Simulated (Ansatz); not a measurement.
# PH2+ (triplet): the correlation ladder at a displaced geometry (v1), cc-pVDZ

Aim: climb from Hartree-Fock through coupled cluster and multireference methods for PH2+ (triplet) at one geometry and basis, and see what each rung misses.

The runs use Ansatz 0.2.0, Gaussian basis; cc-pVDZ, core rule «outside noble gas», up to 5 orbitals frozen.

To be run: UHF; CCSD(T) on ROHF; CCSD(T) on UHF; BCCD(T) on ROHF; CISD; CCSDT(Q) on ROHF; CCSDT(Q) on UHF; CCSDTQ on ROHF; CASSCF and MRCISD+Q, 6 electrons in 6 orbitals; CASSCF and NEVPT2, 6 electrons in 6 orbitals; Full CI.

18 further runs of the same task are left out: 5 that didn't finish, 13 set aside as unsound or not needed.

**1. The system**

The geometry is a PBE0/def2-TZVP stationary point (not a proven minimum) with its atoms shifted at random (size 0.040 Å).

3 atoms, charge 1, spin multiplicity 3.

Atoms are counted from 1 here; the program's logs count them from 0.

Bond lengths: P1–H2 1.418 Å, P1–H3 1.392 Å. Angles: H2–P1–H3 120.4°.

As a file:

```
atom     x (Å)     y (Å)     z (Å)
  P1  -0.00142  -0.04264   0.00198
  H2  -0.00225   0.62548  -1.24889
  H3   0.04572   0.68479   1.18793
```

In the tables R marks a restricted open-shell determinant and U an unrestricted one; 'valence' is the active space of 6 electrons in 6 orbitals; energies count from the table's Hartree-Fock row.

**2. UHF**

in.yaml

```yaml
crystal:
  periodic: [false, false, false]
  atoms:
    - {symbol: P, position_ang: [-0.001415, -0.042639, 0.001983]}
    - {symbol: H, position_ang: [-0.002248, 0.625484, -1.248888]}
    - {symbol: H, position_ang: [0.045716, 0.684794, 1.187935]}
basis:
  gaussian: {orbitals: cc-pVDZ}
total_charge: 1
magnetization: {spin_polarized: true, initial_magnetization: 2}
hamiltonian: {xc: hf}
output: {orbitals: {seedname: orbitals}}
```

Launch:

```bash
> ansatz run in.yaml --threads 1 --pin off --events-out ev --progress --plain --max-ram 2393MiB
```

The program printed:

```text
Functional definition: HF
  name "HF"
  cite "Fock, Z. Phys. 61, 126 (1930) doi:10.1007/BF01340294"
  parent pbe
  exchange = exact_x
  correlation = 0
281 factors; integrals over basis functions are off by at most 1.2e-3 eV
mean field evaluation 1: about -9292.9482 eV, gradient 6.7e0 eV
mean field evaluation 2: about -9292.9498 eV, gradient 6.6e0 eV
mean field evaluation 4: about -9293.4660 eV, gradient 6.3e-1 eV
mean field evaluation 8: about -9293.4745 eV, gradient 1.1e-3 eV
mean field -9293.47448274 eV, -341.5288878976 hartree, gradient 2.0e-5 eV, S^2 2.007163; 0 other end points of the search recorded, 0 dependent functions left out
reference -9293.47448274 eV, -341.5288878976 hartree; 9, 7 occupied and 19, 21 virtual orbitals, 281 factors
Total energy: -9293.47448274 eV, -341.5288878976 hartree
```

Run time: 0.68 s. Hardware: 1 thread of Intel Xeon at 2.50GHz, shared host.

From the report: ⟨S²⟩ of the determinant 2.007 (pure triplet: 2.00).

**3. CCSD(T) on ROHF**

Edit in.yaml of step 2 so:

```diff
@@ -9,4 +9,3 @@
 total_charge: 1
-magnetization: {spin_polarized: true, initial_magnetization: 2}
-hamiltonian: {xc: hf}
-output: {orbitals: {seedname: orbitals}}
+magnetization: {spin_polarized: false, initial_magnetization: 2}
+correlation: {method: ccsd_t, electrons: outside_noble_gas}
```

Same command.

The program printed (excerpt; [...] marks lines left out):

```text
Functional definition: HF
  name "HF"
  cite "Fock, Z. Phys. 61, 126 (1930) doi:10.1007/BF01340294"
  parent pbe
[...]
281 factors; integrals over basis functions are off by at most 1.2e-3 eV
[...]
mean field -9293.40033177 eV, -341.5261628996 hartree, gradient 2.4e-6 eV, S^2 2.000000; 0 other end points of the search recorded, 0 dependent functions left out
5 core orbitals not correlated: weight in the atoms' cores, before any rotation towards them, 1.000 or more for the frozen orbitals, at most 0.000 for the correlated occupied ones
reference -9293.40033177 eV, -341.5261628996 hartree; 4, 2 occupied and 19, 21 virtual orbitals, 281 factors
second order -2.20288531 eV of doubles, -0.04691363 eV of singles
cycle   1  -2.69360180 eV  change   -4.4e-1 eV  update   4.8e-2
[...]
cycle   9  -2.86697456 eV  change   -3.3e-6 eV  update   6.0e-6
perturbative correction -0.05747709 eV, -0.0021122441 hartree
Total energy: -9296.32478343 eV, -341.6336345156 hartree
```

Run time: 1.2 s. Hardware: 1 thread of Intel Xeon at 2.50GHz, shared host.

From the report: correlation -2.9245 eV; T1 0.020; largest double amplitude 0.04.

**4. CCSD(T) on UHF**

Edit in.yaml of step 3 so:

```diff
@@ -9,3 +9,3 @@
 total_charge: 1
-magnetization: {spin_polarized: false, initial_magnetization: 2}
+magnetization: {spin_polarized: true, initial_magnetization: 2}
 correlation: {method: ccsd_t, electrons: outside_noble_gas}
```

Same command.

The program printed (excerpt; [...] marks lines left out):

```text
Functional definition: HF
  name "HF"
  cite "Fock, Z. Phys. 61, 126 (1930) doi:10.1007/BF01340294"
  parent pbe
[...]
281 factors; integrals over basis functions are off by at most 1.2e-3 eV
[...]
mean field -9293.47448274 eV, -341.5288878976 hartree, gradient 3.2e-6 eV, S^2 2.007163; 0 other end points of the search recorded, 0 dependent functions left out
5 core orbitals not correlated: weight in the atoms' cores, before any rotation towards them, 1.000 or more for the frozen orbitals, at most 0.000 for the correlated occupied ones
reference -9293.47448274 eV, -341.5288878976 hartree; 4, 2 occupied and 19, 21 virtual orbitals, 281 factors
second order -2.17913325 eV of doubles, -0.00000000 eV of singles
cycle   1  -2.61751205 eV  change   -4.4e-1 eV  update   4.8e-2
[...]
cycle   9  -2.79434578 eV  change    1.1e-7 eV  update   6.1e-6
perturbative correction -0.05651749 eV, -0.0020769794 hartree
Total energy: -9296.32534601 eV, -341.6336551901 hartree
```

It took 1.2 s on 1 thread of Intel Xeon at 2.50GHz, shared host.

From the report: ⟨S²⟩ of the determinant 2.007 (pure triplet: 2.00); correlation -2.8509 eV; T1 0.014; largest double amplitude 0.04.

**5. BCCD(T) on ROHF**

Edit in.yaml of step 4 so:

```diff
@@ -9,3 +9,3 @@
 total_charge: 1
-magnetization: {spin_polarized: true, initial_magnetization: 2}
-correlation: {method: ccsd_t, electrons: outside_noble_gas}
+magnetization: {spin_polarized: false, initial_magnetization: 2}
+correlation: {method: bccd_t, electrons: outside_noble_gas}
```

The command is unchanged.

The program printed (excerpt; [...] marks lines left out):

```text
Functional definition: HF
  name "HF"
  cite "Fock, Z. Phys. 61, 126 (1930) doi:10.1007/BF01340294"
  parent pbe
[...]
281 factors; integrals over basis functions are off by at most 1.2e-3 eV
[...]
mean field -9293.40033177 eV, -341.5261628996 hartree, gradient 2.4e-6 eV, S^2 2.000000; 0 other end points of the search recorded, 0 dependent functions left out
5 core orbitals not correlated: weight in the atoms' cores, before any rotation towards them, 1.000 or more for the frozen orbitals, at most 0.000 for the correlated occupied ones
reference -9293.40033177 eV, -341.5261628996 hartree; 4, 2 occupied and 19, 21 virtual orbitals, 281 factors
second order -2.20288531 eV of doubles, -0.04691363 eV of singles
cycle   1  -2.70373378 eV  change   -4.5e-1 eV  update   4.8e-2
[...]
cycle   9  -2.86577188 eV  change   -4.4e-6 eV  update   6.9e-6
perturbative correction -0.05878300 eV, -0.0021602355 hartree
Total energy: -9296.32488666 eV, -341.6336383094 hartree
```

It took 1.4 s on 1 thread of Intel Xeon at 2.50GHz, shared host.

From the report: correlation -2.9246 eV; largest double amplitude 0.04.

**6. CISD**

Edit in.yaml of step 5 so:

```diff
@@ -10,2 +10,2 @@
 magnetization: {spin_polarized: false, initial_magnetization: 2}
-correlation: {method: bccd_t, electrons: outside_noble_gas}
+correlation: {active_space: {ras: {orbitals: [2, 2, 19], electrons: 6, max_holes: 2, max_particles: 2}, fixed_orbitals: true}}
```

Launched as before.

The program printed:

```text
Functional definition: HF
  name "HF"
  cite "Fock, Z. Phys. 61, 126 (1930) doi:10.1007/BF01340294"
  parent pbe
  exchange = exact_x
  correlation = 0
281 factors; integrals over basis functions are off by at most 1.2e-3 eV
mean field evaluation 1: about -9292.9093 eV, gradient 7.4e0 eV
mean field evaluation 2: about -9292.9107 eV, gradient 7.4e0 eV
mean field evaluation 4: about -9293.3966 eV, gradient 5.0e-1 eV
mean field evaluation 8: about -9293.4003 eV, gradient 3.3e-4 eV
mean field -9293.40033177 eV, -341.5261628996 hartree, gradient 2.4e-6 eV, S^2 2.000000; 0 other end points of the search recorded, 0 dependent functions left out
reference -9293.40033177 eV, -341.5261628996 hartree; 9, 7 occupied and 19, 21 virtual orbitals, 281 factors
state -9296.20843158 eV, -341.6293586641 hartree
Total energy: -9296.20843158 eV, -341.6293586641 hartree
```

Run time: 1.1 s. Hardware: 1 thread of Intel Xeon at 2.50GHz, shared host.

From the report: 7,532 determinants.

**7. CCSDT(Q) on ROHF**

Edit in.yaml of step 6 so:

```diff
@@ -10,2 +10,2 @@
 magnetization: {spin_polarized: false, initial_magnetization: 2}
-correlation: {active_space: {ras: {orbitals: [2, 2, 19], electrons: 6, max_holes: 2, max_particles: 2}, fixed_orbitals: true}}
+correlation: {method: ccsdt_q, electrons: outside_noble_gas}
```

Launched as before.

The program printed (excerpt; [...] marks lines left out):

```text
Functional definition: HF
  name "HF"
  cite "Fock, Z. Phys. 61, 126 (1930) doi:10.1007/BF01340294"
  parent pbe
[...]
500 factors; integrals over basis functions are off by at most 1.7e-7 eV
[...]
mean field -9293.40034951 eV, -341.5261635516 hartree, gradient 2.2e-6 eV, S^2 2.000000; 0 other end points of the search recorded, 0 dependent functions left out
5 core orbitals not correlated: weight in the atoms' cores, before any rotation towards them, 1.000 or more for the frozen orbitals, at most 0.000 for the correlated occupied ones
reference -9293.40034951 eV, -341.5261635516 hartree; 4, 2 occupied and 19, 21 virtual orbitals, 500 factors
second order -2.20289731 eV of doubles, -0.04691387 eV of singles
cycle   1  -2.69359723 eV  change   -4.4e-1 eV  update   5.2e-2
[...]
cycle  14  -2.94102100 eV  change    1.3e-7 eV  update   1.5e-7
perturbative correction -0.00122598 eV, -0.0000450540 hartree
Total energy: -9296.34259649 eV, -341.6342891338 hartree
```

It took 6.5 s on 1 thread of Intel Xeon at 2.50GHz, shared host.

From the report: correlation -2.9422 eV; T1 0.020; largest double amplitude 0.05.

**8. CCSDT(Q) on UHF**

Edit in.yaml of step 7 so:

```diff
@@ -9,3 +9,3 @@
 total_charge: 1
-magnetization: {spin_polarized: false, initial_magnetization: 2}
+magnetization: {spin_polarized: true, initial_magnetization: 2}
 correlation: {method: ccsdt_q, electrons: outside_noble_gas}
```

The command is unchanged.

The program printed (excerpt; [...] marks lines left out):

```text
Functional definition: HF
  name "HF"
  cite "Fock, Z. Phys. 61, 126 (1930) doi:10.1007/BF01340294"
  parent pbe
[...]
500 factors; integrals over basis functions are off by at most 1.7e-7 eV
[...]
mean field -9293.47450086 eV, -341.5288885632 hartree, gradient 1.4e-6 eV, S^2 2.007163; 0 other end points of the search recorded, 0 dependent functions left out
5 core orbitals not correlated: weight in the atoms' cores, before any rotation towards them, 1.000 or more for the frozen orbitals, at most 0.000 for the correlated occupied ones
reference -9293.47450086 eV, -341.5288885632 hartree; 4, 2 occupied and 19, 21 virtual orbitals, 500 factors
second order -2.17914486 eV of doubles, -0.00000000 eV of singles
cycle   1  -2.61750705 eV  change   -4.4e-1 eV  update   5.1e-2
[...]
cycle  14  -2.86733370 eV  change    1.2e-7 eV  update   1.6e-7
perturbative correction -0.00121343 eV, -0.0000445929 hartree
Total energy: -9296.34304799 eV, -341.6343057259 hartree
```

It took 5.5 s on 1 thread of Intel Xeon at 2.50GHz, shared host.

From the report: ⟨S²⟩ of the determinant 2.007 (pure triplet: 2.00); correlation -2.8685 eV; T1 0.014; largest double amplitude 0.05.

**9. CCSDTQ on ROHF**

Edit in.yaml of step 8 so:

```diff
@@ -9,3 +9,3 @@
 total_charge: 1
-magnetization: {spin_polarized: true, initial_magnetization: 2}
-correlation: {method: ccsdt_q, electrons: outside_noble_gas}
+magnetization: {spin_polarized: false, initial_magnetization: 2}
+correlation: {method: ccsdtq, electrons: outside_noble_gas}
```

The command is unchanged.

The program printed (excerpt; [...] marks lines left out):

```text
Functional definition: HF
  name "HF"
  cite "Fock, Z. Phys. 61, 126 (1930) doi:10.1007/BF01340294"
  parent pbe
[...]
500 factors; integrals over basis functions are off by at most 1.7e-7 eV
[...]
mean field -9293.40034951 eV, -341.5261635516 hartree, gradient 2.2e-6 eV, S^2 2.000000; 0 other end points of the search recorded, 0 dependent functions left out
5 core orbitals not correlated: weight in the atoms' cores, before any rotation towards them, 1.000 or more for the frozen orbitals, at most 0.000 for the correlated occupied ones
reference -9293.40034951 eV, -341.5261635516 hartree; 4, 2 occupied and 19, 21 virtual orbitals, 500 factors
second order -2.20289731 eV of doubles, -0.04691387 eV of singles
cycle   1  -2.69359723 eV  change   -4.4e-1 eV  update   5.2e-2
[...]
cycle  14  -2.94249056 eV  change    3.5e-7 eV  update   2.4e-7
Total energy: -9296.34284007 eV, -341.6342980852 hartree
```

Wall time 40 s (1 thread of Intel Xeon at 2.50GHz, shared host).

From the report: correlation -2.9425 eV; T1 0.020; largest double amplitude 0.05.

**10. CASSCF and MRCISD+Q, 6 electrons in 6 orbitals**

Edit in.yaml of step 9 so:

```diff
@@ -10,2 +10,2 @@
 magnetization: {spin_polarized: false, initial_magnetization: 2}
-correlation: {method: ccsdtq, electrons: outside_noble_gas}
+correlation: {method: fic_mrcisd_q, electrons: outside_noble_gas, active_space: {window: {electrons: 6, orbitals: 6}, shells: [{species: H, l: s, shell: 1}, {species: P, l: s, shell: 3}, {species: P, l: p, shell: 3}]}}
```

Same command.

The program printed (excerpt; [...] marks lines left out):

```text
Functional definition: HF
  name "HF"
  cite "Fock, Z. Phys. 61, 126 (1930) doi:10.1007/BF01340294"
  parent pbe
[...]
500 factors; integrals over basis functions are off by at most 1.7e-7 eV
[...]
mean field -9293.40034951 eV, -341.5261635516 hartree, gradient 2.2e-6 eV, S^2 2.000000; 0 other end points of the search recorded, 0 dependent functions left out
reference -9293.40034951 eV, -341.5261635516 hartree; 9, 7 occupied and 19, 21 virtual orbitals, 500 factors
state -9294.33509447 eV, -341.5605147953 hartree
contracted CI cycle   1: correlation 0.00000000 eV, 0.0000000000 hartree, residual 1.04e1 eV
contracted CI cycle   2: correlation -1.85647437 eV, -0.0682241749 hartree, residual 2.11e0 eV
contracted CI cycle   3: correlation -1.92488413 eV, -0.0707381869 hartree, residual 3.87e-1 eV
contracted CI cycle   4: correlation -1.92718241 eV, -0.0708226474 hartree, residual 8.35e-2 eV
contracted CI cycle   5: correlation -1.92728671 eV, -0.0708264801 hartree, residual 1.87e-2 eV
contracted CI cycle   6: correlation -1.92729227 eV, -0.0708266845 hartree, residual 4.34e-3 eV
contracted CI cycle   7: correlation -1.92729257 eV, -0.0708266955 hartree, residual 1.00e-3 eV
state -9294.33509447 eV, -341.5605147953 hartree; corrected -9296.33605367 eV, -341.6340486894 hartree
Total energy: -9296.33605367 eV, -341.6340486894 hartree
Checks for a lower state left out: starts, orbital_swaps
```

Run time: 2.2 s. Hardware: 1 thread of Intel Xeon at 2.50GHz, shared host.

From the report: 200 determinants; active occupations 1.98, 1.97, 1.00, 1.00, 0.03, 0.02.

**11. CASSCF and NEVPT2, 6 electrons in 6 orbitals**

in.yaml

```yaml
crystal:
  periodic: [false, false, false]
  atoms:
    - {symbol: P, position_ang: [-0.001415, -0.042639, 0.001983]}
    - {symbol: H, position_ang: [-0.002248, 0.625484, -1.248888]}
    - {symbol: H, position_ang: [0.045716, 0.684794, 1.187935]}
basis:
  gaussian: {orbitals: cc-pVDZ}
total_charge: 1
magnetization: {spin_polarized: false, initial_magnetization: 2}
correlation: {method: sc_nevpt2, electrons: outside_noble_gas, active_space: {window: {electrons: 6, orbitals: 6}, shells: [{species: H, l: s, shell: 1}, {species: P, l: s, shell: 3}, {species: P, l: p, shell: 3}]}}
```

Same command.

The program printed:

```text
Functional definition: HF
  name "HF"
  cite "Fock, Z. Phys. 61, 126 (1930) doi:10.1007/BF01340294"
  parent pbe
  exchange = exact_x
  correlation = 0
500 factors; integrals over basis functions are off by at most 1.7e-7 eV
mean field evaluation 1: about -9292.9094 eV, gradient 7.4e0 eV
mean field evaluation 2: about -9292.9106 eV, gradient 7.4e0 eV
mean field evaluation 4: about -9293.3967 eV, gradient 5.0e-1 eV
mean field evaluation 8: about -9293.4003 eV, gradient 3.2e-4 eV
mean field -9293.40034951 eV, -341.5261635516 hartree, gradient 2.2e-6 eV, S^2 2.000000; 0 other end points of the search recorded, 0 dependent functions left out
reference -9293.40034951 eV, -341.5261635516 hartree; 9, 7 occupied and 19, 21 virtual orbitals, 500 factors
state -9294.33509447 eV, -341.5605147953 hartree
state -9294.33509447 eV, -341.5605147953 hartree; corrected -9295.79222238 eV, -341.6140632581 hartree
Total energy: -9295.79222238 eV, -341.6140632581 hartree
Checks for a lower state left out: starts, orbital_swaps
```

It took 1.5 s on 1 thread of Intel Xeon at 2.50GHz, shared host.

From the report: 200 determinants; active occupations 1.98, 1.97, 1.00, 1.00, 0.03, 0.02.

**12. Full CI**

in.yaml

```yaml
crystal:
  periodic: [false, false, false]
  atoms:
    - {symbol: P, position_ang: [-0.001415, -0.042639, 0.001983]}
    - {symbol: H, position_ang: [-0.002248, 0.625484, -1.248888]}
    - {symbol: H, position_ang: [0.045716, 0.684794, 1.187935]}
basis:
  gaussian: {orbitals: cc-pVDZ}
total_charge: 1
magnetization: {spin_polarized: false, initial_magnetization: 2}
correlation: {method: fci, electrons: outside_noble_gas}
```

Same command.

The program printed:

```text
Functional definition: HF
  name "HF"
  cite "Fock, Z. Phys. 61, 126 (1930) doi:10.1007/BF01340294"
  parent pbe
  exchange = exact_x
  correlation = 0
500 factors; integrals over basis functions are off by at most 1.7e-7 eV
mean field evaluation 1: about -9292.9094 eV, gradient 7.4e0 eV
mean field evaluation 2: about -9292.9106 eV, gradient 7.4e0 eV
mean field evaluation 4: about -9293.3967 eV, gradient 5.0e-1 eV
mean field evaluation 8: about -9293.4003 eV, gradient 3.2e-4 eV
mean field -9293.40034951 eV, -341.5261635516 hartree, gradient 2.2e-6 eV, S^2 2.000000; 0 other end points of the search recorded, 0 dependent functions left out
mean field evaluation 16: about -9293.4734 eV, gradient 2.2e-1 eV
5 core orbitals not correlated: weight in the atoms' cores, before any rotation towards them, 1.000 or more for the frozen orbitals, at most 0.000 for the correlated occupied ones
reference -9293.40034951 eV, -341.5261635516 hartree; 4, 2 occupied and 19, 21 virtual orbitals, 500 factors
state -9296.34279253 eV, -341.6342963379 hartree
Total energy: -9296.34279253 eV, -341.6342963379 hartree
```

It took 8.5 s on 1 thread of Intel Xeon at 2.50GHz, shared host.

From the report: 1,563,320 determinants, symmetry A''.

**13. How many determinants matter**

Natural occupations of the FCI state about the gap (report; correlated orbitals 1 to 10): 1.959, 1.946, 0.993, 0.989, 0.032, 0.023, 0.010, 0.009, 0.009, 0.007. The count of effectively unpaired electrons, Σ n²(2 − n)², is 2.02; a single determinant of this spin has 2.

**14. Misses and costs**

The yardstick is full CI for this spin, exact in this basis with these frozen cores. Rows without a time come out of other runs: HF, MP2 and CCSD of CCSD(T), CCSDT of CCSDT(Q), CASSCF and MRCISD of the multireference runs.

Differences are taken before rounding.

```csv
method,energy from the lowest RHF (kcal/mol),from FCI (kcal/mol),time
RHF,0.00,+67.85,
UHF,-1.71,+66.14,
RMP2,-51.88,+15.97,
UMP2,-51.96,+15.89,
CISD,-64.76,+3.10,1.1 s
RCCSD,-66.11,+1.74,
UCCSD,-66.15,+1.71,
RCCSD(T),-67.44,+0.42,1.2 s
UCCSD(T),-67.45,+0.40,1.2 s
BCCD(T),-67.44,+0.41,1.4 s
RCCSDT,-67.82,+0.03,
UCCSDT,-67.83,+0.02,
RCCSDT(Q),-67.85,0.00,6.5 s
UCCSDT(Q),-67.86,-0.01,5.5 s
RCCSDTQ,-67.86,0.00,40 s
CASSCF valence,-21.56,+46.30,
NEVPT2 valence,-55.16,+12.70,1.5 s
MRCISD valence,-66.00,+1.85,
MRCISD+Q valence,-67.70,+0.16,2.2 s
FCI,-67.85,0,8.5 s
```

Among the levels timed on like hardware and quicker than the yardstick, those that no quicker one beats, quickest first: CISD (1.1 s, +3.10 kcal/mol); UCCSD(T) (1.2 s, +0.40 kcal/mol); MRCISD+Q valence (2.2 s, +0.16 kcal/mol); UCCSDT(Q) (5.5 s, -0.01 kcal/mol); RCCSDT(Q) (6.5 s, 0.00 kcal/mol).

**15. Results**

| quantity | value |
| --- | --- |
| FCI below the RHF energy | -2.9425 eV |
| RMP2 from FCI | +15.97 kcal/mol |
| UMP2 from FCI | +15.89 kcal/mol |
| RCCSD from FCI | +1.74 kcal/mol |
| RCCSD(T) from FCI | +0.42 kcal/mol |
| UCCSD(T) from FCI | +0.40 kcal/mol |
| RCCSDT(Q) from FCI | 0.00 kcal/mol |
| UCCSDT(Q) from FCI | -0.01 kcal/mol |
| NEVPT2 valence from FCI | +12.70 kcal/mol |
| MRCISD+Q valence from FCI | +0.16 kcal/mol |
| levels within 1 kcal/mol (43 meV) | RCCSD(T), UCCSD(T), BCCD(T), RCCSDT, UCCSDT, RCCSDT(Q), UCCSDT(Q), RCCSDTQ, MRCISD+Q valence |
| T1 diagnostic | 0.020 |
| effectively unpaired electrons | 2.02 |

What this shows: RCCSD(T) misses by +0.42 kcal/mol, 0.6 % of the correlation energy. One determinant dominates. Of the multireference levels listed MRCISD+Q valence comes nearest in total energy (+0.16 kcal/mol), which doesn't show that its space is the better one. These misses are within one basis, not against nature; the frozen cores of restricted and unrestricted runs differ, which can shift their rows.

For cost: RCCSDT(Q) gets within 0.00 kcal/mol in 6.5 s, where FCI took 8.5 s; the quickest level in the cost chart, CISD, takes 1.1 s and misses by 3.10 kcal/mol.
